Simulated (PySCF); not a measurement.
Geometries of 4 isomers of C5H5N, from PBE0-D3(BJ)/def2-SVP geometry optimisation, gas phase in PySCF. One conformer each, no zero-point energy, no frequencies.

Question: Which isomer lies lowest at this level?
A.
```xyz
11
angstrom
C      2.466   -0.339    0.170
C      1.021   -0.390    0.036
C     -0.184   -0.429   -0.077
C     -1.637   -0.468   -0.215
C     -2.210    0.809   -0.646
N     -2.670    1.814   -0.986
H      2.790   -0.757    1.136
H      2.960   -0.910   -0.631
H      2.827    0.700    0.116
H     -2.110   -0.749    0.742
H     -1.937   -1.241   -0.944
```
B.
```xyz
11
angstrom
C     -2.167    1.783   -0.661
C     -1.610    0.711   -0.545
C     -1.001   -0.567   -0.420
C      0.289   -0.786   -0.083
C      1.251    0.269    0.206
N      2.452   -0.019    0.521
H     -2.657    2.735   -0.763
H     -1.648   -1.428   -0.619
H      0.667   -1.809   -0.012
H      0.864    1.303    0.131
H      2.988    0.837    0.690
```
C.
```xyz
11
angstrom
C      2.311    0.954   -0.233
C      1.145    0.639   -0.115
C     -0.209    0.202    0.035
C     -1.256    1.043   -0.059
C     -0.429   -1.243    0.303
N      0.450   -2.148    0.411
H      3.338    1.250   -0.341
H     -1.121    2.108   -0.257
H     -2.275    0.666    0.063
H     -1.490   -1.525    0.414
H      1.388   -1.744    0.283
```
D.
```xyz
11
angstrom
C      2.441    0.336    0.109
C      1.022    0.033    0.041
C     -0.164   -0.220   -0.006
C     -1.565   -0.541   -0.082
C     -2.595    0.484   -0.132
N     -2.510   -0.018    1.008
H      2.657    1.020    0.945
H      3.036   -0.578    0.263
H      2.795    0.817   -0.817
H     -1.796   -1.548   -0.452
H     -3.143    1.263   -0.668
```

Answer: A. That is `CC#CCC#N`, 15.2 kcal/mol below the next.

```tsv
SMILES	atoms numbered as above	E (Eh)	relative (kcal/mol)	relative (kJ/mol)	dipole (D)
CC#CCC#N	[CH3:1][C:2]#[C:3][CH2:4][C:5]#[N:6]	-247.73092	0.0	0.0	4.04
[H]/N=C/C=C\C#C	[H]/[N:6]=[CH:5]/[CH:4]=[CH:3]\[C:2]#[CH:1]	-247.70673	15.2	63.5	1.75
[H]/N=C\C(=C)C#C	[H]/[N:6]=[CH:5]\[C:3]([C:2]#[CH:1])=[CH2:4]	-247.70382	17.0	71.1	2.46
CC#C[C@@H]1C=N1	[CH3:1][C:2]#[C:3][C@@H:4]1[CH:5]=[N:6]1	-247.67514	35.0	146.5	2.20
```

As drawn, the lowest has a C≡N group, which the highest lacks; the highest has a three-membered ring and a C=N bond, which the lowest lacks.
